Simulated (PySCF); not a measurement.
Some computed properties have been withheld. Give your best values.

C2H2F2O.
SMILES with atom numbers: `[F:1][C@@H:2]1[O:3][C@@H:4]1[F:5]` (hydrogens: H6 on C2; H7 on C4)

Cartesian coordinates in Å at the PBE0-D3(BJ)/def2-SVP level; atoms count from 1:
```xyz
7
C2H2F2O angstrom
F     -1.685   -0.516    0.094
C     -0.622    0.136   -0.386
O      0.418   -0.659   -0.855
C      0.637    0.023    0.335
F      0.666   -0.727    1.442
H     -0.916    0.988   -1.013
H      1.433    0.778    0.336
```

```tsv
property	level	value
point group	PBE0-D3(BJ)/def2-SVP	?
rotational constants A, B, C	PBE0-D3(BJ)/def2-SVP	9.262, 5.185, 3.878 GHz
dipole moment	B3LYP/def2-SVPD	2.82 D
HOMO energy	B3LYP/def2-SVPD	-8.93 eV
LUMO energy	B3LYP/def2-SVPD	0.38 eV
lowest singlet excitation	TDDFT B3LYP/def2-SVPD	?
strongest line among the 10 lowest singlet transitions	TDDFT B3LYP/def2-SVPD	S6 at 9.84 eV (126 nm, f = 0.064)
lowest triplet excitation (Tamm–Dancoff)	TDA B3LYP/def2-SVPD	?
static isotropic polarisability	B3LYP/def2-SVPD	29.3 au
vertical ionisation energy	ΔSCF B3LYP/def2-SVPD	?
electronic spatial extent ⟨r²⟩ about the centre of nuclear charge	B3LYP/def2-SVPD	?
13C chemical shifts (computed TMS as zero) by class	GIAO PBE0/pcSseg-1	86.6 (C2/C4) ppm
1H chemical shifts (computed TMS as zero) by class	GIAO PBE0/pcSseg-1	4.98 (H6/H7) ppm
isotropic shieldings of nuclei other than C and H, by class	GIAO PBE0/pcSseg-1	?
largest of the computed one-bond spin–spin couplings (means over like bonds)	B3LYP/pcJ-1	?
core binding energies	ΔSCF SCAN, pcX-2 on the ionised atom, pcseg-1 elsewhere, spin-free X2C	C1s 295.5 (C2/C4), O1s 540.0 (O3), F1s 693.7 (F1/F5) eV
```

Gas-phase values; electronic properties from PySCF, density fitting. Isolated species at its PBE0-D3(BJ)/def2-SVP geometry, gas phase.

(1) What is the point group?

(2) The lowest triplet excitation (Tamm–Dancoff)?

(3) What is the vertical ionisation energy?

(4) What are the largest of the computed one-bond spin–spin couplings (means over like bonds)?

(5) What is the electronic spatial extent ⟨r²⟩ about the centre of nuclear charge?

(6) What is the lowest singlet excitation?

(7) What are the isotropic shieldings of nuclei other than C and H, by class?

Results:

(1) Cs.

(2) 8.02 eV.

(3) 11.76 eV.

(4) 19F–13C -347.2 (F1–C2 and 1 like it), 13C–1H +232.4 (C2–H6 and 1 like it), 13C–13C +44.6 (C2–C4), 17O–13C +31.2 (O3–C2 and 1 like it) Hz.

(5) 318 bohr².

(6) 8.23 eV (151 nm, f = 0.013).

(7) 217 (O3), 363 (F1/F5) ppm.

The principal polarisabilities are 26.0, 28.6 and 33.2 au; their mean is the isotropic value. A dipole of 2.82 D is allowed in Cs, and pure rotational transitions are dipole-allowed. The vertical singlet–triplet gap S1 − T1 is 0.21 eV (TDDFT singlet less Tamm–Dancoff triplet; S1: HOMO→LUMO, weight 0.98; T1: HOMO→LUMO, weight 0.92). The rotational constants make it an asymmetric top with κ = (2B − A − C)/(A − C) = -0.51, nearer the prolate limit (−1).
